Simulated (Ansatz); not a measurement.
Geometry optimisation, RKS PBE0-D4/def2-SVP in Ansatz.

Input file:

```yaml
crystal:
  periodic: [false, false, false]
  atoms:
    - { symbol: C, position_ang: [-0.78505, 1.05591, -0.4718] }
    - { symbol: S, position_ang: [0.18464, 0.63595, 1.03972] }
    - { symbol: Si, position_ang: [0.97709, -1.2527, 0.64933] }
    - { symbol: H, position_ang: [-1.59906, 0.35322, -0.60638] }
    - { symbol: H, position_ang: [-0.13935, 1.09311, -1.34111] }
    - { symbol: H, position_ang: [-1.18523, 2.04503, -0.27128] }
    - { symbol: H, position_ang: [2.25417, -1.4475, -0.02303] }
    - { symbol: H, position_ang: [0.41049, 0.72686, 2.39808] }
total_charge: 1
basis:
  gaussian: { orbitals: def2-SVP }
hamiltonian:
  xc: pbe0
  dispersion: d4
relax:
  f_tol: 0.02
  max_steps: 50
output:
  orbitals: {}
```

Run as:

```bash
$ ansatz run input.yaml --threads 1 --pin off --max-ram 2048MiB --backend cpu --events-out ev --progress --plain --runs-dir out
```

**Question.** Where does it end, and by what steps?

**Answer.** The run converged. Limits of this set-up: the dipole of an ion depends on the origin. After 13 steps the energy has fallen by 3.193 eV; H7 moved furthest, 0.87 Å.

```tsv
step	energy less start (eV)	largest force component (eV/Å)	accepted
0	0.0000	5.329	yes
1	-1.3747	2.605	yes
2	-2.3281	1.581	yes
3	-2.7025	1.723	yes
4	-2.9147	1.376	yes
5	-3.0048	0.931	yes
6	-3.0561	0.249	yes
7	-3.1176	0.179	yes
8	-3.1380	0.624	yes
9	-3.1820	0.269	yes
10	-3.1907	0.089	yes
11	-3.1922	0.069	yes
12	-3.1925	0.038	yes
13	-3.1926	0.020	yes
```

```xyz
8
Properties=species:S:1:pos:R:3
C -0.618 1.048 -0.366
S 0.513 0.696 1.012
Si 1.423 -1.421 1.024
H -1.434 0.316 -0.408
H -0.003 1.011 -1.274
H -0.999 2.067 -0.215
H 1.554 -1.219 -0.482
H -0.319 0.711 2.083
```

The run took 22 s on 1 thread of Intel(R) Xeon(R) 6975P-C (Granite Rapids), with other jobs on the host, peak memory 0.15 GiB.
